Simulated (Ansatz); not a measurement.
# SiH2O+ (doublet): wave-function methods side by side, cc-pVDZ

One table from this session's results is given with a row withheld; the runs are named, their logs left out.

Computed with Ansatz 0.2.0, Gaussian basis. Level: cc-pVDZ, core rule «outside noble gas», up to 6 orbitals frozen.

To be run: UHF; CCSD(T) on ROHF; CCSD(T) on UHF; BCCD(T) on ROHF; CISD; CCSDT(Q) on ROHF; CCSDT(Q) on UHF.

38 further runs of the same task are left out: 14 for a known fault of the program, 11 that didn't finish, 13 set aside as unsound or not needed.

## The geometry

The geometry is a PBE0/def2-TZVP stationary point (not a proven minimum) of the parent state, kept for this charge and spin.

4 atoms, charge 1, spin multiplicity 2.

Atoms are counted from 1 here; the program's logs count them from 0.

Bond lengths: Si1–O2 1.654 Å, Si1–H3 1.497 Å, O2–H4 0.960 Å. Angles: O2–Si1–H3 116.3°, Si1–O2–H4 116.5°.

Set-up of the first run:

Input file in.yaml:

```yaml
crystal:
  periodic: [false, false, false]
  atoms:
    - {symbol: Si, position_ang: [0.025157, -0.096377, 0.597723]}
    - {symbol: O, position_ang: [-0.094714, 0.094069, -1.040960]}
    - {symbol: H, position_ang: [0.079727, 1.161161, 1.408550]}
    - {symbol: H, position_ang: [0.722716, 0.031127, -1.540129]}
basis:
  gaussian: {orbitals: cc-pVDZ}
total_charge: 1
magnetization: {spin_polarized: true, initial_magnetization: 1}
hamiltonian: {xc: hf}
output: {orbitals: {seedname: orbitals}}
```

Launch:

```bash
$ ansatz run in.yaml --threads 1 --pin off --events-out ev --progress --plain --max-ram 2393MiB
```

Among the steps run: UHF; CCSD(T) on ROHF; CCSD(T) on UHF; BCCD(T) on ROHF; CISD; CCSDT(Q) on ROHF; CCSDT(Q) on UHF.

One of the session's tables, all rows but one given; the rest of the session is left out.

```
   method  from UCCSDT(Q) (kJ/mol)
     ROHF                   +737.9
      UHF                   +729.2
     RMP2                    +70.9
     UMP2                    +68.9
     CISD                    +73.5
    RCCSD                        ?
    UCCSD                    +23.1
 RCCSD(T)                     +4.4
 UCCSD(T)                     +4.3
  BCCD(T)                     +4.2
   RCCSDT                     +2.3
   UCCSDT                     +2.2
RCCSDT(Q)                     +0.5
UCCSDT(Q)                        0
```

Q: Estimate the row for RCCSD from the others.

**Answer.** from UCCSDT(Q) (kJ/mol): +23.4. In the column «from UCCSDT(Q) (kJ/mol)» it lies between UCCSD (+23.1) and UMP2 (+68.9).

Limits of these values: Restricted and unrestricted rows rest on different reference determinants; where their highest levels disagree by more than a few hundredths of an eV, they describe different states and don't form one ladder.
